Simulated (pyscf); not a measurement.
Single points on ωB97X-D3(BJ)/def2-SVP structures (PySCF, gas phase).

Problem. Estimate by transition-state theory the rate constant of H₃C–OH (SMILES CO) + CH₃• (SMILES [CH3]) → •H₂C–OH (SMILES [CH2]O) + CH₄ (SMILES C) (doublet surface; C–H broken, C–H formed) at 600 K, with ωB97M-D3(BJ)/def2-TZVP energies (ideal gas, 1 atm, RRHO with modes under 100 cm⁻¹ raised to 100, one conformer, R ln 2 for chiral ones without a mode under 150 cm⁻¹; no tunnelling).

Solution. The electronic barrier is 12.2 kcal/mol and the thermal terms add +16.0, so ΔG‡ = 28.2 kcal/mol. With k_BT/h = 1.25e+13 s⁻¹ and RT = 1.192 kcal/mol, and a volume of 8.18e-20 cm³ per molecule at 1 atm, k = 5.7e-17 cm³ molecule⁻¹ s⁻¹. Wigner's tunnelling factor for 1657i cm⁻¹ would be 1.66, likely too low at so high a frequency. A shift of 1 kcal/mol in the barrier changes k by a factor 2.3. This is the saddle that the search found; another between the same sides may lie lower. The angle at the transferred H is 174°.
